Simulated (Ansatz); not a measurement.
# Ansatz input wanted

BClO+ has 3 atoms, charge +1, and is taken as a doublet. As SMILES of the parent species, `O=BCl`. The coordinates come from a GFN2-xTB relaxation. That shape belongs to the parent species and isn't relaxed for this state.

```xyz
3

O     1.0196    0.6062    0.6270
B     0.1131    0.0666    0.0695
Cl   -1.1326   -0.6728   -0.6965
```

Settings wanted:

* basis set: STO-3G
* task: energy
* method: CCSDT(Q)
* reference: UHF
* relativity: none
* accuracy: high
* frozen core orbitals: 7

Task: Give an Ansatz 0.2.0 job that does this.

Result: This one ran through:

input.yaml:
```yaml
crystal:
  periodic: [false, false, false]
  atoms:
    - {symbol: O, position_ang: [1.019560, 0.606200, 0.626990]}
    - {symbol: B, position_ang: [0.113080, 0.066620, 0.069470]}
    - {symbol: Cl, position_ang: [-1.132640, -0.672810, -0.696460]}
basis:
  gaussian: {orbitals: STO-3G}
total_charge: 1
magnetization: {spin_polarized: true, initial_magnetization: 1}
correlation: {method: ccsdt_q, frozen_orbitals: {B: 1, Cl: 5, O: 1}}
accuracy: high
scf: {omitted_lower_state_checks: [cluster_reference, increment]}
```

```bash
$ ansatz run input.yaml --threads 1 --pin off --max-ram 2610MiB --events-out events.jsonl --progress --plain --runs-dir runs
```

Calculated total energy: -552.62149 Eh. The T1 diagnostic is large.
